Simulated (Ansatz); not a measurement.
**triplet C3H2ClF: levels of theory compared**

Wanted: a comparison of 6 runs (UHF/def2-SVP, UB3LYP/6-31G*, U-wB97M-V/def2-SVP, U-wB97X/def2-SVP, UPBE-QIDH/def2-SVP, UPBE0/def2-SVP) of triplet C3H2ClF. 

The results are computed with Ansatz 0.2.0.

70 further runs of the same task are left out: 70 set aside as unsound or not needed. Runs told in other sessions of the task aren't counted.

## Step 1: The system as given

C3H2ClF has 7 atoms, charge 0, and is taken as a triplet. As SMILES of the parent species, `FC1=CC1Cl`. The coordinates come from a PBE0-D4/def2-TZVP relaxation. That shape belongs to the parent species and isn't relaxed for this state.

Bond lengths: F1–C2 1.299 Å, C2–C3 1.288 Å, C2–C4 1.439 Å, C3–C4 1.503 Å, C4–Cl5 1.797 Å, C3–H6 1.075 Å, C4–H7 1.086 Å. Some angles: F1–C2–C3 149.0°, F1–C2–C4 144.3°, C3–C2–C4 66.6°, C2–C3–C4 61.5°, C2–C4–C3 51.9°, C2–C4–Cl5 120.4°, C3–C4–Cl5 119.9°, C2–C3–H6 154.3°, C4–C3–H6 144.1°, C2–C4–H7 124.6°.

## Step 2: A single-point energy at UHF/def2-SVP (run 1)

Contents of in.yaml:

```yaml
crystal:
  periodic: [false, false, false]
  atoms:
    - {symbol: F, position_ang: [0.416000, -2.094500, -0.334400]}
    - {symbol: C, position_ang: [0.254800, -0.851400, 0.006900]}
    - {symbol: C, position_ang: [0.154700, 0.033300, 0.937200]}
    - {symbol: C, position_ang: [0.000700, 0.474100, -0.491600]}
    - {symbol: Cl, position_ang: [-1.623600, 0.912000, -1.122900]}
    - {symbol: H, position_ang: [0.123900, 0.365700, 1.959300]}
    - {symbol: H, position_ang: [0.734800, 1.092800, -1.000200]}
basis:
  gaussian:
    orbitals: def2-SVP
magnetization:
  spin_polarized: true
  initial_magnetization: 2
hamiltonian:
  xc: hf
accuracy: high
output:
  orbitals: {seedname: orbitals}
```

The run is started by

```bash
$ ansatz run in.yaml --threads 1 --pin off --max-ram 2610MiB --events-out events.jsonl --progress --plain --runs-dir runs
```

What it wrote:

```text
Warning: RAYON_NUM_THREADS=1 ignored (pool sized by the plan → 1); use --threads N
Functional definition: HF
  name "HF"
  exchange = exact_x
  correlation = 0
1846 factors; integrals over basis functions are off by at most 3.8e-9 eV
mean field evaluation 1: about -18313.3215 eV, gradient 1.8e1 eV
mean field evaluation 2: about -18313.4487 eV, gradient 1.8e1 eV
mean field evaluation 4: about -18316.3071 eV, gradient 3.6e0 eV
mean field evaluation 8: about -18316.6121 eV, gradient 4.7e-1 eV
mean field evaluation 16: about -18316.6206 eV, gradient 6.9e-7 eV
mean field -18316.62058092 eV, -673.1233908975 hartree, gradient 2.7e-8 eV, S^2 2.038641; 0 other end points of the search recorded, 0 dependent functions left out
reference -18316.62058092 eV, -673.1233908975 hartree; 24, 22 occupied and 60, 62 virtual orbitals, 1846 factors
Total energy: -18316.62058092 eV, -673.1233908975 hartree
```

It took 1.8 s on 1 thread of Intel Xeon 6975P-C (Granite Rapids), shared host; peak memory 0.3 GiB.

## Step 3: A single-point energy at UB3LYP/6-31G(d) (Cartesian functions) (run 2)

Contents of job.yaml:

```yaml
crystal:
  periodic: [false, false, false]
  atoms:
    - {symbol: F, position_ang: [0.416000, -2.094500, -0.334400]}
    - {symbol: C, position_ang: [0.254800, -0.851400, 0.006900]}
    - {symbol: C, position_ang: [0.154700, 0.033300, 0.937200]}
    - {symbol: C, position_ang: [0.000700, 0.474100, -0.491600]}
    - {symbol: Cl, position_ang: [-1.623600, 0.912000, -1.122900]}
    - {symbol: H, position_ang: [0.123900, 0.365700, 1.959300]}
    - {symbol: H, position_ang: [0.734800, 1.092800, -1.000200]}
basis:
  gaussian:
    orbitals: "6-31G*"
magnetization:
  spin_polarized: true
  initial_magnetization: 2
output:
  orbitals: {seedname: orbitals}
accuracy: high
hamiltonian:
  xc: {name: B3LYP}
```

The run is started by

```bash
$ ansatz run job.yaml --threads 1 --pin off --max-ram 2610MiB --events-out events.jsonl --progress --plain --runs-dir runs
```

What it wrote:

```text
Warning: RAYON_NUM_THREADS=1 ignored (pool sized by the plan → 1); use --threads N
Functional definition: B3LYP
  name "B3LYP"
  parameter a0 = 0.2
  parameter ax = 0.72
  parameter ac = 0.81
  exchange = (1 - a0 - ax)*slater_x + ax*b88_x + a0*exact_x
  correlation = (1 - ac)*vwn_rpa_c + ac*lyp_c
1807 factors; integrals over basis functions are off by at most 3.5e-9 eV
mean field evaluation 1: about -18365.3242 eV, gradient 3.9e1 eV
mean field evaluation 2: about -18341.2598 eV, gradient 7.2e1 eV
mean field evaluation 4: about -18374.2272 eV, gradient 9.7e0 eV
mean field evaluation 8: about -18374.8655 eV, gradient 7.1e-1 eV
mean field evaluation 16: about -18374.8717 eV, gradient 3.3e-3 eV
mean field evaluation 32: about -18374.8717 eV, gradient 7.3e-8 eV
mean field -18374.87174403 eV, -675.2640816577 hartree, gradient 7.3e-8 eV, S^2 2.009228; 2 other end points of the search recorded, 0 dependent functions left out
reference -18374.87177580 eV, -675.2640828252 hartree; 24, 22 occupied and 59, 61 virtual orbitals, 1807 factors
Total energy: -18374.87177580 eV, -675.2640828252 hartree
```

Run time: 7.5 s. Hardware: 1 thread of Intel Xeon 6975P-C (Granite Rapids), shared host; peak memory 0.39 GiB.

Runs 3 to 5 aren't shown in full; the table further down has their settings and results.

## Step 4: The energy at UPBE0/def2-SVP (run 6)

in.yaml: that of step 2 with these lines changed.

```diff
@@ -17,5 +17,4 @@
 hamiltonian:
-  xc: hf
+  xc: {name: PBE0}
 accuracy: high
-output:
-  orbitals: {seedname: orbitals}
+output: {orbitals: {seedname: orbitals}}
```

The run is started by

```bash
$ ansatz run in.yaml --threads 1 --pin off --max-ram 2610MiB --events-out events.jsonl --progress --plain --runs-dir runs
```

What it wrote:

```text
Warning: RAYON_NUM_THREADS=1 ignored (pool sized by the plan → 1); use --threads N
Functional definition: PBE0
  name "PBE0"
  parameter a = 0.25
  parameter kappa = 0.804
  parameter beta = 0.06672455060314922
  exchange = (1 - a)*pbe_x(kappa = kappa, mu = beta*pi^2/3) + a*exact_x
  correlation = pbe_c(beta = beta)
1846 factors; integrals over basis functions are off by at most 3.8e-9 eV
mean field evaluation 1: about -18345.5560 eV, gradient 4.0e1 eV
mean field evaluation 2: about -18320.1654 eV, gradient 7.5e1 eV
mean field evaluation 4: about -18355.8669 eV, gradient 9.1e0 eV
mean field evaluation 8: about -18356.5583 eV, gradient 1.3e0 eV
mean field evaluation 16: about -18356.5703 eV, gradient 5.4e-3 eV
mean field evaluation 32: about -18356.5703 eV, gradient 9.4e-7 eV
mean field -18356.57033129 eV, -674.5915171447 hartree, gradient 4.6e-8 eV, S^2 2.011386; 2 other end points of the search recorded, 0 dependent functions left out
reference -18356.57033301 eV, -674.5915172079 hartree; 24, 22 occupied and 60, 62 virtual orbitals, 1846 factors
Total energy: -18356.57033301 eV, -674.5915172079 hartree
```

Run time: 8.4 s. Hardware: 1 thread of Intel Xeon 6975P-C (Granite Rapids), shared host; peak memory 0.4 GiB.

## Step 5: All runs side by side

```tsv
run	level	Cartesian functions	frozen core orbitals	energy (Eh)	HOMO energy (eV)	LUMO energy (eV)	⟨S²⟩	wall time
1	UHF/def2-SVP	no	–	-673.123391	-6.97	0.13	2.039	1.8 s
2	UB3LYP/6-31G* (Cartesian functions)	yes	–	-675.264083	-2.69	–	2.009	7.5 s
3	U-wB97M-V/def2-SVP	no	–	-674.869396	-5.25	-2.60	2.008	55 s
4	U-wB97X/def2-SVP	no	–	-674.914335	-5.55	-2.55	2.012	31 s
5	UPBE-QIDH/def2-SVP	no	9	-674.389379	-5.65	-2.23	2.023	8.7 s
6	UPBE0/def2-SVP	no	–	-674.591517	-3.26	–	2.011	8.4 s
```

## Step 6: Summary of results

| quantity | value |
| --- | --- |
| run 6: total energy | -674.59152 Eh |
| run 6: HOMO energy (highest over α and β) | -3.26 eV |
| run 6: ⟨S²⟩ | 2.011 |

What this shows: Totals of different functionals can't be ranked against each other. All runs together took 1.9 min, the longest 55 s.
